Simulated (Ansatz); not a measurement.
Results of the Gaussian-basis code of Ansatz.

A structure relaxed at PBE0-D4/def2-TZVP, charge 0, multiplicity 1:

```csv
atom,x (Å),y (Å),z (Å)
C1,0.219,-1.113,-0.993
C2,0.022,-0.105,-0.159
C3,-0.236,1.291,0.130
C4,-0.105,0.464,1.140
Cl5,-0.096,0.244,2.798
H6,0.211,-0.958,-2.064
H7,0.393,-2.112,-0.617
H8,-0.409,2.289,-0.236
```

(1) Give its formula and SMILES.

(2) Point group (tolerance 0.08 Å, 0.16 Å for H)?

(3) Summarise the bond lengths by kind.

## Answers

(1) C4H3Cl, `C=C1C=C1Cl`.

(2) Cs.

(3) 4 × C–C 1.311 to 1.449 Å; 3 × C–H 1.077 to 1.082 Å; 1 × C–Cl 1.672 Å.
